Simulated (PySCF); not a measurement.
# CH6Si (methylsilane): levels of theory compared

We compute a comparison of 5 runs (HF/def2-SVP, B3LYP/6-31G*, B3LYP/def2-SVPD, BLYP/cc-pVTZ, CCSD/def2-TZVP) of CH6Si (methylsilane). 

Program for the calculation: PySCF 2.14.0.

### 1 The molecule

CH6Si: 8 atoms, total charge 0, spin state singlet. SMILES: `C[SiH3]`. The coordinates come from a PBE0-D4/def2-TZVP relaxation.

Bond lengths: C1–Si2 1.871 Å, C1–H3 1.092 Å, C1–H4 1.092 Å, C1–H5 1.092 Å, Si2–H6 1.488 Å, Si2–H7 1.488 Å, Si2–H8 1.488 Å. Some angles: C1–Si2–H6 110.7°, C1–Si2–H7 110.7°, C1–Si2–H8 110.7°, Si2–C1–H3 110.8°, Si2–C1–H4 110.8°, Si2–C1–H5 110.8°, H6–Si2–H7 108.2°, H6–Si2–H8 108.2°, H7–Si2–H8 108.2°, H3–C1–H4 108.1°.

### 2 Energy and forces at HF/def2-SVP (run 1)

The input, job.py:

```python
import pyscf.grad
from pyscf import gto, scf

mol = gto.Mole()
mol.atom = '''
C   -0.181500   0.239740  -0.940300
Si   0.162420  -0.214550   0.841500
H   -1.240470   0.112510  -1.175580
H    0.395470  -0.391420  -1.619800
H    0.086600   1.280720  -1.133860
H   -0.624960   0.646220   1.765390
H    1.605560  -0.040010   1.159870
H   -0.203110  -1.633210   1.102780
'''
mol.charge = 0
mol.verbose = 4
mol.basis = 'def2-svp'
mol.max_memory = 1860
mol.build()

calc0 = scf.RHF(mol)
calc0.conv_tol = 1e-10
calc0.kernel()
if not calc0.converged:
    calc0 = calc0.newton().run(calc0.mo_coeff, calc0.mo_occ)

energy = calc0.e_tot
print('Final energy', energy)
grad = calc0.Gradients().kernel()
calc0.analyze()
```

Run with:

```
$ OMP_NUM_THREADS=1 python job.py
```

The program printed:

```text
PySCF version 2.14.0

[... 78 lines left out ...]
Two-electron Coulomb Energy =          214.826228032296797
[... 10 lines left out ...]
MO #8   energy= -0.69784489718585  occ= 2
[... 8 lines left out ...]
MO #17  energy= 0.236055018714005  occ= 0
[... 8 lines left out ...]
MO #26  energy= 0.562680488714638  occ= 0
[... 8 lines left out ...]
MO #35  energy= 0.916368782192281  occ= 0
[... 8 lines left out ...]
MO #44  energy= 1.79830773048228   occ= 0
[... 8 lines left out ...]
MO #53  energy= 2.28204595140761   occ= 0
[... 8 lines left out ...]
MO #62  energy= 3.27220030692692   occ= 0
[... 73 lines left out ...]
Dipole moment(X, Y, Z, Debye): -0.13562,  0.17913, -0.70254
```

Wall time 2.2 s (1 thread of Arm Neoverse V1, shared host); peak memory 0.13 GiB.

### 3 Energy and forces at B3LYP/6-31G(d) (spherical functions) (run 2)

The input, mol.xyz:

```xyz
8
CH6Si
C     -0.181500     0.239740    -0.940300
Si     0.162420    -0.214550     0.841500
H     -1.240470     0.112510    -1.175580
H      0.395470    -0.391420    -1.619800
H      0.086600     1.280720    -1.133860
H     -0.624960     0.646220     1.765390
H      1.605560    -0.040010     1.159870
H     -0.203110    -1.633210     1.102780
```

The input, input.py:

```python
from pyscf import gto, dft

mol = gto.M(
    atom='mol.xyz',
    charge=0,
    basis='6-31g*',
    max_memory=1860,
    verbose=3,
    spin=0,
)

mf = dft.RKS(mol, xc='b3lyp')
mf.conv_tol = 1e-10
mf.grids.level = 5
mf.kernel()
if not mf.converged:
    mf = mf.newton().run(mf.mo_coeff, mf.mo_occ)

e_final = mf.e_tot
print('E(%s) = %.9f' % ('B3LYP', e_final))
grad = mf.nuc_grad_method().kernel()
mf.analyze()
```

Run with:

```
$ OMP_NUM_THREADS=1 python input.py
```

The program printed:

```text
converged SCF energy = -331.208240273149
E(B3LYP) = -331.208240273
--------------- RKS gradients ---------------
         x                y                z
0 C     0.0005074899    -0.0006788159     0.0026537480
1 Si    -0.0009810897     0.0012958566    -0.0050788467
2 H     0.0020304705     0.0000530141     0.0011116139
3 H    -0.0008982955     0.0009516508     0.0019053785
4 H    -0.0003451836    -0.0020356122     0.0010361237
5 H     0.0001656364    -0.0001644412    -0.0006718648
6 H    -0.0005155244     0.0000467373    -0.0004864607
7 H     0.0000367346     0.0005320398    -0.0004694883
----------------------------------------------
**** MO energy ****
MO #1   energy= -66.1039161651698  occ= 2
MO #2   energy= -10.1638542372062  occ= 2
MO #3   energy= -5.26804550761627  occ= 2
MO #4   energy= -3.62584312861792  occ= 2
MO #5   energy= -3.62584309965248  occ= 2
MO #6   energy= -3.62522261955348  occ= 2
MO #7   energy= -0.701832027597381 occ= 2
MO #8   energy= -0.518376933825319 occ= 2
MO #9   energy= -0.412392772160964 occ= 2
MO #10  energy= -0.412391415765605 occ= 2
MO #11  energy= -0.333556694848612 occ= 2
MO #12  energy= -0.333556456790435 occ= 2
MO #13  energy= -0.324970933350944 occ= 2
MO #14  energy= 0.0414957803295661 occ= 0
MO #15  energy= 0.0798392339362923 occ= 0
MO #16  energy= 0.0798407345788616 occ= 0
MO #17  energy= 0.134384635257236  occ= 0
MO #18  energy= 0.144600480658492  occ= 0
MO #19  energy= 0.144601836525984  occ= 0
MO #20  energy= 0.145697896663911  occ= 0
MO #21  energy= 0.255227035084025  occ= 0
MO #22  energy= 0.255227747630524  occ= 0
MO #23  energy= 0.268863756932126  occ= 0
MO #24  energy= 0.338041632631354  occ= 0
MO #25  energy= 0.509577860634235  occ= 0
MO #26  energy= 0.509580595616973  occ= 0
MO #27  energy= 0.574011595586501  occ= 0
MO #28  energy= 0.676816676423615  occ= 0
MO #29  energy= 0.676817705054008  occ= 0
MO #30  energy= 0.74922672297019   occ= 0
MO #31  energy= 0.749232103793425  occ= 0
MO #32  energy= 0.84000240877013   occ= 0
MO #33  energy= 0.88660072160734   occ= 0
MO #34  energy= 0.886605206973755  occ= 0
MO #35  energy= 0.958032115724609  occ= 0
MO #36  energy= 1.08687618675492   occ= 0
MO #37  energy= 1.1599742464418    occ= 0
MO #38  energy= 1.15997757360267   occ= 0
MO #39  energy= 1.21181293006358   occ= 0
MO #40  energy= 1.73041196867463   occ= 0
MO #41  energy= 1.73041492944242   occ= 0
MO #42  energy= 2.19087137817465   occ= 0
MO #43  energy= 2.25446475792925   occ= 0
MO #44  energy= 2.25447163576593   occ= 0
 ** Mulliken atomic charges  **
charge of    0C =     -0.54206
charge of    1Si =      0.49037
charge of    2H =      0.11642
charge of    3H =      0.11642
charge of    4H =      0.11642
charge of    5H =     -0.09919
charge of    6H =     -0.09919
charge of    7H =     -0.09919
Dipole moment(X, Y, Z, Debye): -0.15326,  0.20244, -0.79398
```

Wall time 11 s (1 thread of Arm Neoverse V1, shared host); peak memory 0.47 GiB.

Runs 3 to 4 aren't shown in full; the table further down has their settings and results.

### 4 A single-point energy at CCSD/def2-TZVP (run 5)

The input, input.py:

```python
# C[SiH3]
from pyscf import gto, scf, cc

system = gto.Mole()
system.atom = [
    ('C', (-0.181500, 0.239740, -0.940300)),
    ('Si', (0.162420, -0.214550, 0.841500)),
    ('H', (-1.240470, 0.112510, -1.175580)),
    ('H', (0.395470, -0.391420, -1.619800)),
    ('H', (0.086600, 1.280720, -1.133860)),
    ('H', (-0.624960, 0.646220, 1.765390)),
    ('H', (1.605560, -0.040010, 1.159870)),
    ('H', (-0.203110, -1.633210, 1.102780)),
]
system.spin = 0
system.verbose = 4
system.basis = 'def2-tzvp'
system.max_memory = 1860
system.build()

mf = scf.RHF(system)
mf.conv_tol = 1e-10
mf.kernel()
if not mf.converged:
    mf = mf.newton().run(mf.mo_coeff, mf.mo_occ)

mycc = cc.CCSD(mf, frozen=6)
mycc.kernel()
e_tot = mycc.e_tot
print(f'total energy: {e_tot:.8f} hartree')
mf.analyze()
```

Run with:

```
$ OMP_NUM_THREADS=1 python input.py
```

The program printed:

```text
PySCF version 2.14.0

[... 73 lines left out ...]
Init t2, MP2 energy = -330.619913813311  E_corr(MP2) -0.300045372112109
[... 28 lines left out ...]
MO #6   energy= -4.21857373464038  occ= 2
[... 13 lines left out ...]
MO #20  energy= 0.219708722801094  occ= 0
[... 13 lines left out ...]
MO #34  energy= 0.643320732632397  occ= 0
[... 13 lines left out ...]
MO #48  energy= 1.26843983511036   occ= 0
[... 13 lines left out ...]
MO #62  energy= 1.85599901202371   occ= 0
[... 13 lines left out ...]
MO #76  energy= 2.65061821706733   occ= 0
[... 13 lines left out ...]
MO #90  energy= 3.63040410839039   occ= 0
[... 13 lines left out ...]
MO #104 energy= 23.2594027331296   occ= 0
[... 115 lines left out ...]
Dipole moment(X, Y, Z, Debye): -0.14017,  0.18514, -0.72612
```

It took 21 s on 1 thread of Arm Neoverse V1, shared host; peak memory 0.59 GiB.

### 5 The series

```
run                               level  integration grid      task  energy (Eh)  dipole moment (D) of the reference  HOMO energy (eV)  LUMO energy (eV)  wall time
  1                         HF/def2-SVP                 –  gradient  -330.173215                                0.74            -12.49              4.27      2.2 s
  2  B3LYP/6-31G* (spherical functions)                 5  gradient  -331.208240                                0.83             -8.84              1.13       11 s
  3                     B3LYP/def2-SVPD                 5  gradient  -331.112426                                0.77             -9.03              0.18       22 s
  4                        BLYP/cc-pVTZ                 5  gradient  -331.192163                                0.83             -7.78              0.06       56 s
  5                      CCSD/def2-TZVP                 –    energy  -330.661684                                0.76            -12.43              3.22       21 s
```

### 6 Summary of results

| quantity | value |
| --- | --- |
| run 5: total energy | -330.66168 Eh |
| run 5: dipole moment (Hartree–Fock density) | 0.76 D |
| run 5: HOMO energy (Hartree–Fock orbitals) | -12.43 eV |
| run 5: LUMO energy (Hartree–Fock orbitals) | 3.22 eV |
| run 5: HOMO–LUMO gap (Hartree–Fock orbitals) | 15.65 eV |
| run 5: correlation energy (6 core orbitals frozen) | -341.8 mEh |
| run 5: T1 diagnostic | 0.010 |

What this shows: Over runs 1, 2, 3, 4 the dipole moment (its size) runs from 0.74 D (HF/def2-SVP) to 0.83 D (B3LYP/6-31G*). The two ends differ in method and basis. Over runs 1, 2, 3, 4 the HOMO–LUMO gap runs from 7.84 eV (BLYP/cc-pVTZ) to 16.76 eV (HF/def2-SVP). Totals of different functionals can't be ranked against each other. All runs together took 1.9 min, the longest 56 s.
